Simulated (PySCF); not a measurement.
## What builds the electron affinity along group 14

Calculated with PySCF 2.14 from differences of total energies of unrestricted determinants, without spin-orbit coupling. Each column adds one step, in eV (sums use unrounded values): valence MP2, valence CCSD, valence triples, then the next inner shell at CCSD(T) (C 1s, Si 2s 2p, Ge 3s 3p 3d, Sn 4s 4p 4d, Pb 5s 5p 5d). References (photodetachment measurements) marked * lie between the lowest fine-structure levels; the others compare directly ((s) semi-empirical, (t) theoretical).

```json
{"element": "C [He] 2s2 2p3 → [He] 2s2 2p2 (x2c-TZVPPall with one added diffuse shell each of s, p, d type, spin-free X2C)", "UHF": "0.450", "+ MP2": "0.788", "+ CCSD": "-0.112", "+ (T)": "0.065", "+ inner shell": "0.006", "sum": "1.197", "reference": "1.262"}
{"element": "Si [Ne] 3s2 3p3 → [Ne] 3s2 3p2 (x2c-TZVPPall with one added diffuse shell each of s, p, d type, spin-free X2C)", "UHF": "0.845", "+ MP2": "0.516", "+ CCSD": "-0.057", "+ (T)": "0.054", "+ inner shell": "-0.010", "sum": "1.347", "reference": "1.390 *"}
{"element": "Ge [Ar] 3d10 4s2 4p3 → [Ar] 3d10 4s2 4p2 (x2c-TZVPPall with one added diffuse shell each of s, p, d type, spin-free X2C)", "UHF": "0.851", "+ MP2": "0.439", "+ CCSD": "-0.024", "+ (T)": "0.041", "+ inner shell": "0.010", "sum": "1.317", "reference": "1.233 *"}
{"element": "Sn [Kr] 4d10 5s2 5p3 → [Kr] 4d10 5s2 5p2 (x2c-TZVPPall with one added diffuse shell each of s, p, d, f type, spin-free X2C)", "UHF": "0.973", "+ MP2": "0.396", "+ CCSD": "-0.012", "+ (T)": "0.041", "+ inner shell": "-0.002", "sum": "1.396", "reference": "1.112 *"}
{"element": "Pb [Xe] 4f14 5d10 6s2 6p3 → [Xe] 4f14 5d10 6s2 6p2 (x2c-TZVPPall with one added diffuse shell each of s, p, d, f type, spin-free X2C)", "UHF": "0.883", "+ MP2": "0.345", "+ CCSD": "0.015", "+ (T)": "0.032", "+ inner shell": "0.006", "sum": "1.281", "reference": "0.357 *"}
```

What remains against the references is mostly basis incompleteness and, for starred values, spin-orbit coupling.

These are valence bases, so the inner-shell step is incomplete.
